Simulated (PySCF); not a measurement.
O₂⁺: frontier orbitals

UHF at R = 1.101 Å; O 6-311G(d,p); no relativity (PySCF 2.14). State: ²Πg (doublet), unpaired electrons π ↑. Only the outer orbitals are listed.

```json
{"spin": "α", "orbital": "σu", "occ.": "1", "ε (eV)": "-42.94", "main shells (%)": "90 s, 10 p"}
{"spin": "α", "orbital": "πu", "occ.": "1", "ε (eV)": "-37.20", "main shells (%)": "99 p"}
{"spin": "α", "orbital": "σg", "occ.": "1", "ε (eV)": "-34.35", "main shells (%)": "77 p, 23 s"}
{"spin": "α", "orbital": "πu", "occ.": "1", "ε (eV)": "-32.39", "main shells (%)": "98 p"}
{"spin": "α", "orbital": "πg", "occ.": "1", "ε (eV)": "-26.91", "main shells (%)": "100 p"}
{"spin": "α", "orbital": "πg", "occ.": "0", "ε (eV)": "-10.70", "main shells (%)": "100 p"}
{"spin": "β", "orbital": "σu", "occ.": "1", "ε (eV)": "-40.07", "main shells (%)": "86 s, 14 p"}
{"spin": "β", "orbital": "σg", "occ.": "1", "ε (eV)": "-33.32", "main shells (%)": "74 p, 26 s"}
{"spin": "β", "orbital": "πu", "occ.": "1", "ε (eV)": "-31.79", "main shells (%)": "98 p"}
{"spin": "β", "orbital": "πu", "occ.": "1", "ε (eV)": "-30.33", "main shells (%)": "98 p"}
{"spin": "β", "orbital": "πg", "occ.": "0", "ε (eV)": "-9.96", "main shells (%)": "100 p"}
{"spin": "β", "orbital": "πg", "occ.": "0", "ε (eV)": "-8.44", "main shells (%)": "100 p"}
```

Question: Which are the highest filled and the lowest empty level, where do they sit, and how wide is the gap?

Answer: Highest filled α πg at -26.91 eV (in %: 100 p); lowest empty α πg at -10.70 eV (in %: 100 p); the gap at UHF is 16.21 eV. Both belong to one degenerate shell, split only by its one-sided filling, so this is no excitation gap.

The bond order (Mayer) is 2.19 and the ⟨S²⟩ is 0.761. The polarisability along the bond is 10.1 bohr³ and the polarisability across the bond is 3.1 bohr³.

The state was picked by a PBE0 search and need not be the measured ground state.
